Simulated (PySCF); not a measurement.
Gas-phase reaction: c-Si3H6 + 6 H = 3 SiH4

Energies from PySCF, thermal terms from the rigid-rotor harmonic-oscillator model, ideal gas at 1 bar. † marks an energy on the PBE0/def2-TZVP geometry and frequencies; other levels use their own. MP2 freezes the core. Open shells (unrestricted): H (multiplicity 2); the rest are closed-shell singlets. c-Si3H6: computed as isolated molecules; such fragments, hydroxides, amides, oligomers or adducts are transient or little studied in the gas. MP2 isn't extrapolated to the basis-set limit.

ωB97M-V/def2-TZVP† gives ΔH°(298 K) = -1476 kJ.

Question: What do PBE0/def2-TZVP, BLYP/def2-TZVP†, MP2/def2-TZVPP† give?

Answer: PBE0/def2-TZVP: -1398 kJ; BLYP/def2-TZVP†: -1482 kJ; MP2/def2-TZVPP†: -1410 kJ. For scale, ΔH°(298 K) is -1476 kJ at this level, -1465 kJ at ωB97X-V/def2-TZVP†, and runs from -1981 to -1224 kJ over the 20 levels computed.
